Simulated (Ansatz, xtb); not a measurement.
Two structures of CH4MgSi

Structure a is a singlet given by its coordinates and structure b is a singlet given by its coordinates. Both are isolated molecules in the gas phase, relaxed with r2SCAN-D4/def2-TZVP.

a (Å):

```
atom    x (Å)   y (Å)    z (Å)
   C  -2.0083  1.4164  -2.0975
  Mg  -1.0368  1.2645  -3.8919
  Si  -1.1696  1.8960  -0.6932
   H  -3.0710  1.2039  -1.9708
   H   0.2811  2.2102  -0.7508
   H  -1.7018  2.0606   0.6860
   H  -0.1903  1.1511  -5.3669
```

Close contacts (Å): C1–Mg2 2.05, C1–Si3 1.70, Mg2–Si3 3.26, C1–H4 1.09, Mg2–H7 1.70, Si3–H5 1.49, Si3–H6 1.49.

b (Å):

```xyz
7

C     0.0019    0.3835    0.4167
Mg   -1.0608   -0.3626   -1.4762
Si    0.2708   -1.3777    0.4752
H    -2.0997   -0.0339   -2.7796
H     0.7395    1.1732    0.5536
H    -1.0155    0.7992    0.5134
H     1.7758   -1.4732    0.5674
```

Close contacts (Å): C1–Mg2 2.30, C1–Si3 1.78, Mg2–Si3 2.57, C1–H5 1.09, C1–H6 1.10, Mg2–H4 1.70, Mg2–H6 2.30, Si3–H7 1.51.

Energies in hartree; the thermal terms are from r2SCAN-D4/def2-TZVP harmonic frequencies (ideal gas, rigid rotor, one conformer each, 298.15 K, 1 atm) and include the zero-point energy:

```
                                a           b
E, CCSD(T)/def2-TZVPP  −529.231574  −529.236631
    zero-point energy     0.035215     0.037759
         H(298 K) − E     0.041843     0.044228
         G(298 K) − E     0.006985     0.009892
```

Task: Work out ΔE, ΔE₀, ΔH and ΔG for a → b in kJ/mol (1 Eh = 2625.50 kJ/mol) and the equilibrium ratio [b]/[a].

Result: 1. ΔE = −529.236631 − (−529.231574) = −0.005057 Eh = −13.28 kJ/mol.
2. ΔE₀ = ΔE + ΔZPE = −0.005057 + (+0.002544) Eh = −6.60 kJ/mol.
3. ΔH = ΔE + (+0.002385) Eh = −7.02 kJ/mol.
4. ΔG = ΔE + (+0.002907) Eh = −5.64 kJ/mol, so ΔS = (ΔH − ΔG)/T = −4.6 J/(mol K).
5. kT = 0.9442 mEh, so K = [b]/[a] = exp(−ΔG/kT) = exp(+2.28) ≈ 9.7.

Structure b is favoured at this temperature. An error of 4 kJ/mol in ΔG would change K by a factor of 5. r2SCAN-D4/def2-SVP gave ΔE the other sign. Mirror images and further conformers aren't counted.

Other levels gave ΔE = −68.0 (GFN2-xTB); −82.1 (HF/STO-3G, GFN2-xTB geometries); +3.4 (r2SCAN-D4/def2-SVP, GFN2-xTB geometries); −14.6 (r2SCAN-D4/def2-TZVP); −3.2 (HF/def2-TZVPP); −5.5 (MP2/def2-TZVPP) kJ/mol. The correlated steps freeze 7 core orbitals; the last core shell of Mg is correlated, in a basis made for valence electrons. Programs: Ansatz 0.2.0, xtb 6.7.1.
